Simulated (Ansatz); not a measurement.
A made-up structure of SiH₂SO, singlet:

```
5
angstrom
O -0.5140 -0.0371 -1.2513
Si 0.2825 0.1868 0.3678
S 1.6626 1.7622 0.8911
H -1.1819 -0.8735 -1.3622
H -0.2492 -1.0384 1.3546
```

It is relaxed with PBE-D4/def2-SVP and then PBE0-D4/def2-TZVP (Ansatz 0.2.0). Atoms count as bonded within 1.22 times the sum of their covalent radii (H–H: 0.88 Å). The end point is not checked to be a true minimum.

(1) Does its bonding change? (Judge from chemistry; the calculation decides.)

## Answers

(1) The calculation gives: No: no bond forms or breaks.

Where it ends: The first stage lowers the energy by 1.13 eV in 7 steps. It ends as SiH₂SO ([OH][SiH][S]):
```json
{"atom": "O1", "x (Å)": "-0.4589", "y (Å)": "-0.0331", "z (Å)": "-1.1172"}
{"atom": "Si2", "x (Å)": "0.2522", "y (Å)": "0.1668", "z (Å)": "0.3284"}
{"atom": "S3", "x (Å)": "1.4845", "y (Å)": "1.5734", "z (Å)": "0.7956"}
{"atom": "H4", "x (Å)": "-1.0553", "y (Å)": "-0.7799", "z (Å)": "-1.2163"}
{"atom": "H5", "x (Å)": "-0.2225", "y (Å)": "-0.9271", "z (Å)": "1.2095"}
```

Labels in which every atom is bracketed show which atoms are joined, not bond orders.

For scale, one of the runs: PBE0-D4/def2-TZVP relaxation, 117 basis functions, launched by `ansatz run in.yaml --threads 2 --pin off --events-out ev --progress --plain --max-ram 4352MiB`. Hardware: 2 CPU threads of an Intel Xeon 6975P-C, shared host. Wall time about 7 s.
